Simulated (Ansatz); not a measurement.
**HNO3 (peroxynitrous acid): CCSD/6-311+G(d,p)**

Aim: the vertical ionisation energy of HNO3 (peroxynitrous acid) at CCSD/6-311+G**, from 2 runs. 

The results are computed with Ansatz 0.2.0.

51 further runs of the same task are left out: 51 set aside as unsound or not needed.

### 1 The molecule

The species is HNO3 (5 atoms), meant as a singlet with charge 0. As SMILES, `O=NOO`. The shape is that of a PBE0-D4/def2-TZVP optimisation. This is one conformer, not always the lowest.

Bond lengths: O1–N2 1.180 Å, N2–O3 1.353 Å, O3–O4 1.401 Å, O4–H5 0.984 Å. Angles: O1–N2–O3 114.6°, N2–O3–O4 114.1°, O3–O4–H5 101.0°.

### 2 The energy at CCSD/6-311+G(d,p)

Input file job.yaml:

```yaml
crystal:
  periodic: [false, false, false]
  atoms:
    - symbol: O
      position_ang: [0.136350, -0.835310, 0.979060]
    - symbol: N
      position_ang: [-0.871770, -0.628300, 0.400790]
    - symbol: O
      position_ang: [-0.775090, 0.288530, -0.589000]
    - symbol: O
      position_ang: [0.508600, 0.826880, -0.747550]
    - symbol: H
      position_ang: [1.001920, 0.348200, -0.043280]
basis:
  gaussian:
    orbitals: 6-311+G_st__st_.json
correlation:
  method: ccsd
  frozen_orbitals: {H: 0, "N": 1, O: 1}
accuracy: high
scf:
  omitted_lower_state_checks: [cluster_reference, increment]
```

The basis set 6-311+G** is read from a file made from the Basis Set Exchange's data (not shown).

On the command line:

```sh
$ ansatz run job.yaml --threads 1 --pin off --max-ram 3480MiB --events-out events.jsonl --progress --plain --runs-dir runs
```

What it wrote, shortened:

```text
Warning: RAYON_NUM_THREADS=1 ignored (pool sized by the plan → 1); use --threads N
Functional definition: HF
  name "HF"
[...]
1794 factors; integrals over basis functions are off by at most 2.9e-9 eV
[...]
mean field -7604.90492542 eV, -279.4751012195 hartree, gradient 1.5e-8 eV, S^2 0.000000; 0 other end points of the search recorded, 0 dependent functions left out
4 core orbitals not correlated: weight in the atoms' cores, before any rotation towards them, 1.000 or more for the frozen orbitals, at most 0.000 for the correlated occupied ones
reference -7604.90492542 eV, -279.4751012195 hartree; 12, 12 occupied and 78, 78 virtual orbitals, 1794 factors
second order -21.48132352 eV of doubles, -0.00000000 eV of singles
cycle   1  -20.52115158 eV  change    9.6e-1 eV  update   1.5e-1
[...]
cycle  24  -21.53283843 eV  change  -7.0e-10 eV  update   1.3e-9
Total energy: -7626.43776385 eV, -280.2664184364 hartree
Checks for a lower state left out: cluster_reference, increment
```

Wall time 20 s (1 thread of Arm Neoverse V2, shared host); peak memory 0.61 GiB.

### 3 The doublet cation, same level

Input file in.yaml:

```yaml
crystal:
  periodic: [false, false, false]
  atoms:
    - {symbol: O, position_ang: [0.136350, -0.835310, 0.979060]}
    - {symbol: N, position_ang: [-0.871770, -0.628300, 0.400790]}
    - {symbol: O, position_ang: [-0.775090, 0.288530, -0.589000]}
    - {symbol: O, position_ang: [0.508600, 0.826880, -0.747550]}
    - {symbol: H, position_ang: [1.001920, 0.348200, -0.043280]}
basis:
  gaussian: {orbitals: 6-311+G_st__st_.json}
correlation: {method: ccsd, frozen_orbitals: {H: 0, "N": 1, O: 1}}
magnetization: {spin_polarized: true, initial_magnetization: 1}
scf: {omitted_lower_state_checks: [cluster_reference, increment]}
total_charge: 1
accuracy: high
```

The basis set 6-311+G** is read from a file made from the Basis Set Exchange's data (not shown).

On the command line:

```sh
$ ansatz run in.yaml --threads 1 --pin off --max-ram 3480MiB --events-out events.jsonl --progress --plain --runs-dir runs
```

What it wrote:

```text
Warning: RAYON_NUM_THREADS=1 ignored (pool sized by the plan → 1); use --threads N
[... 14 lines left out ...]
4 core orbitals not correlated: weight in the atoms' cores, before any rotation towards them, 1.000 or more for the frozen orbitals, at most 0.000 for the correlated occupied ones
[... 39 lines left out ...]
Total energy: -7614.78001620 eV, -279.8380041122 hartree
Checks for a lower state left out: cluster_reference, increment
```

Run time: 1.7 min. Hardware: 1 thread of Arm Neoverse V2, shared host; peak memory 1.3 GiB.

### 4 Results

At CCSD/6-311+G**, 4 core orbitals frozen:

| quantity | value |
| --- | --- |
| singlet HNO3: total energy | -280.26642 Eh |
| singlet HNO3: correlation energy (4 core orbitals frozen) | -791.3 mEh |
| singlet HNO3: T1 diagnostic | 0.026 |
| doublet cation: total energy | -279.83800 Eh |
| doublet cation: correlation energy (4 core orbitals frozen) | -771.1 mEh |
| doublet cation: ⟨S²⟩ of the reference determinant | 0.986 |
| doublet cation: T1 diagnostic | 0.062 |
| vertical ionisation energy (to the doublet cation) | 11.658 eV |

Removing an electron at fixed nuclei costs 11.66 eV (1125 kJ/mol). The T1 diagnostic (singlet HNO3) of 0.026 is above the customary mark for such species, so a single reference may not serve. ⟨S²⟩ (doublet cation) is 0.99 where a pure doublet has 0.75: the reference is spin-contaminated. The T1 diagnostic (doublet cation) of 0.062 is above the customary mark for such species, so a single reference may not serve.
